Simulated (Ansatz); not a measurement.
**Si₂+ (quartet): wave-function methods side by side at distance Si1–Si2 = 3.177 Å, cc-pVDZ**

Aim: climb from Hartree-Fock through coupled cluster and multireference methods for Si₂+ (quartet) at one geometry and basis, and see what each rung misses.

The runs use Ansatz 0.2.0, Gaussian basis; cc-pVDZ, core rule «outside noble gas», up to 10 orbitals frozen.

Plan: UHF; CCSD(T) on ROHF; CCSD(T) on UHF; BCCD(T) on ROHF; CISD; CCSDT(Q) on ROHF; CCSDT(Q) on UHF; CISDTQ; CASSCF and MRCISD+Q, 5 electrons in 5 orbitals; CASSCF and NEVPT2, 5 electrons in 5 orbitals; CASSCF and MRCISD+Q, 7 electrons in 8 orbitals; CASSCF and NEVPT2, 7 electrons in 8 orbitals; Full CI.

22 further runs of the same task are left out: 17 that didn't finish, 5 set aside as unsound or not needed.

### 1 The system

The geometry derives from a PBE0/def2-TZVP stationary point (not a proven minimum). One bond is set to the value named and the two fragments are kept rigid.

2 atoms, charge 1, spin multiplicity 4.

Atoms are counted from 1 here; the program's logs count them from 0.

No contacts short enough for the rule that draws bonds.

As a file:

```xyz
2

Si    0.0000    0.0000    0.0000
Si    0.0000    0.0000    3.1770
```

### 2 UHF

Contents of in.yaml:

```yaml
crystal:
  periodic: [false, false, false]
  atoms:
    - {symbol: Si, position_ang: [0.000000, 0.000000, 0.000000]}
    - {symbol: Si, position_ang: [0.000000, 0.000000, 3.177000]}
basis:
  gaussian: {orbitals: cc-pVDZ}
total_charge: 1
magnetization: {spin_polarized: true, initial_magnetization: 3}
hamiltonian: {xc: hf}
output: {orbitals: {seedname: orbitals}}
```

On the command line:

```console
> ansatz run in.yaml --threads 1 --pin off --events-out ev --progress --plain --max-ram 2393MiB
```

The runs that follow: CCSD(T) on ROHF; CCSD(T) on UHF; BCCD(T) on ROHF; CISD; CCSDT(Q) on ROHF; CCSDT(Q) on UHF; CISDTQ; CASSCF and MRCISD+Q, 5 electrons in 5 orbitals; CASSCF and NEVPT2, 5 electrons in 5 orbitals; CASSCF and MRCISD+Q, 7 electrons in 8 orbitals; CASSCF and NEVPT2, 7 electrons in 8 orbitals; Full CI.

Q: Predict the results of all the runs planned. Wanted: FCI below the RHF energy; RMP2 from FCI; UMP2 from FCI; RCCSD from FCI; RCCSD(T) from FCI; UCCSD(T) from FCI; RCCSDT(Q) from FCI; UCCSDT(Q) from FCI; NEVPT2 pair from FCI.

As calculated:

| quantity | value |
| --- | --- |
| FCI below the RHF energy | -3.9800 eV |
| RMP2 from FCI | +133.9 kJ/mol |
| UMP2 from FCI | +137.0 kJ/mol |
| RCCSD from FCI | +49.3 kJ/mol |
| RCCSD(T) from FCI | +13.8 kJ/mol |
| UCCSD(T) from FCI | +13.5 kJ/mol |
| RCCSDT(Q) from FCI | +0.7 kJ/mol |
| UCCSDT(Q) from FCI | +0.6 kJ/mol |
| NEVPT2 pair from FCI | +123.5 kJ/mol |
| MRCISD+Q pair from FCI | +17.3 kJ/mol |
| NEVPT2 valence from FCI | +59.3 kJ/mol |
| levels within 1 kcal/mol (43 meV) | CISDTQ, RCCSDT(Q), UCCSDT(Q), MRCISD+Q valence |
| T1 diagnostic | 0.026 |
| effectively unpaired electrons | 3.20 |

RCCSD(T) misses by +13.8 kJ/mol, 3.6 % of the correlation energy. MRCISD+Q valence falls below full CI: the +Q correction isn't variational, and the cores differ from full CI's. The occupations show some static correlation. Of the multireference levels listed MRCISD+Q valence comes nearest in total energy (-3.1 kJ/mol), which doesn't show that its space is the better one. Coupled cluster took another determinant than the lowest Hartree-Fock one. These misses are within one basis, not against nature; the frozen cores of restricted and unrestricted runs differ, which can shift their rows.
